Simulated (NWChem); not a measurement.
## Correlation energy of S (+1)

```
S
```
Charge +1, spin multiplicity 4.

Program: NWChem.

Basis set: def2-SVP. Each correlation energy counts from its own Hartree-Fock reference.

The correlated methods keep 5 core orbitals frozen. The stability of the SCF solutions was not checked. Open-shell Hartree-Fock references start from PBE0 orbitals. Coupled-cluster values serve here as a point of comparison, not as the truth.

**Question.** For the correlation energy, SCS-UMP2 gives -66.1 mHa and CCSD[T] on ROHF gives -88.0 mHa. What do UMP2, CCSD(T) on UHF, CCSD on UHF give?

**Answer.** UMP2: -68.3 mHa; CCSD(T) on UHF: -87.6 mHa; CCSD on UHF: -86.7 mHa.
